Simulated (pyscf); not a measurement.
One four-centre exchange on the singlet surface with elements of a group swapped. ωB97M-D3(BJ)/def2-TZVP, kJ/mol, from the separated reactants. Single points on ωB97X-D3(BJ)/def2-SVP structures (PySCF, gas phase).

```tsv
step	barrier	reaction energy	imaginary mode (i cm⁻¹)
HO–Hf(Cl)(Cl)–Cl + NH₃ → H₂O + H₂N–Hf(Cl)(Cl)–Cl	[?]	[?]	785
HO–Zr(Cl)(Cl)–Cl + NH₃ -> H₂O + H₂N–Zr(Cl)(Cl)–Cl	43.3	+71.3	804
```

Question: Fill in the missing entries.

Answer: 
- HO–Hf(Cl)(Cl)–Cl + NH₃ → H₂O + H₂N–Hf(Cl)(Cl)–Cl, barrier: 38.5
- HO–Hf(Cl)(Cl)–Cl + NH₃ → H₂O + H₂N–Hf(Cl)(Cl)–Cl, reaction energy: +71.8

Row 1: On the reactant side the descent ends in an adduct with a Hf–N contact (not fully relaxed), 109.9 kJ/mol under the separated species and 136.6 kJ/mol under the saddle at ωB97X-D3(BJ)/def2-TZVP. On the product side the descent ends in an adduct with a Hf–O contact, 88.4 kJ/mol under the separated species and 46.4 kJ/mol under the saddle at ωB97X-D3(BJ)/def2-TZVP. Row 2: On the reactant side the descent ends in an adduct with a N–Zr contact (not fully relaxed), 106.2 kJ/mol under the separated species and 138.5 kJ/mol under the saddle at ωB97X-D3(BJ)/def2-TZVP. On the product side the descent ends in an adduct with a O–Zr contact, 85.3 kJ/mol under the separated species and 49.0 kJ/mol under the saddle at ωB97X-D3(BJ)/def2-TZVP. Each row is the saddle that its search found. Elements past Kr carry the def2 core potentials, without spin-orbit coupling.
